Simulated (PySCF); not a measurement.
**The first ionisation energy along group 13**

All values are computed (PySCF 2.14, energy differences of UHF-based or UKS calculations, no spin-orbit coupling). Values in eV. The last column holds reference values (NIST; (s) semi-empirical, (t) theoretical, else measured). Unmarked ones compare directly (S terms, centres of terms, or small fine structure); those marked * lie between the lowest fine-structure levels and include a spin-orbit shift.

```json
{"element": "B (dyall-av2z, non-relativistic)", "configurations": "[He] 2s2 2p1 → [He] 2s2", "LDA": "8.655", "PBE": "8.677", "PBE0": "8.651", "r2SCAN": "8.767", "MP2 (valence)": "8.191", "SCS-MP2 (valence)": "8.150", "reference": "8.297"}
{"element": "Al (dyall-av2z, non-relativistic)", "configurations": "[Ne] 3s2 3p1 → [Ne] 3s2", "LDA": "6.022", "PBE": "6.063", "PBE0": "6.081", "r2SCAN": "6.160", "MP2 (valence)": "5.756", "SCS-MP2 (valence)": "5.735", "reference": "5.977"}
{"element": "Ga (dyall-av2z, non-relativistic)", "configurations": "[Ar] 3d10 4s2 4p1 → [Ar] 3d10 4s2", "LDA": "6.064", "PBE": "5.984", "PBE0": "6.003", "r2SCAN": "6.132", "MP2 (valence)": "5.711", "SCS-MP2 (valence)": "5.688", "reference": "5.931"}
{"element": "In (dyall-av2z, non-relativistic)", "configurations": "[Kr] 4d10 5s2 5p1 → [Kr] 4d10 5s2", "LDA": "5.770", "PBE": "5.647", "PBE0": "5.680", "r2SCAN": "5.780", "MP2 (valence)": "5.411", "SCS-MP2 (valence)": "5.390", "reference": "5.603"}
```

```
           method  elements  mean error (eV)  mean absolute error (eV)  largest error (eV)
              LDA         4            0.176                     0.176               0.359
              PBE         4            0.141                     0.141               0.380
             PBE0         4            0.152                     0.152               0.354
           r2SCAN         4            0.258                     0.258               0.470
    MP2 (valence)         4           -0.185                     0.185              -0.221
SCS-MP2 (valence)         4           -0.211                     0.211              -0.244
```

Errors include the incompleteness of the basis and the frozen core.

"Valence" correlates the outer s and p shells and, in groups 3 to 12 and the f block, the outer d or f shell, open or full, or the next shell where the ion has no valence electron left; the wider scheme adds the next inner shell.
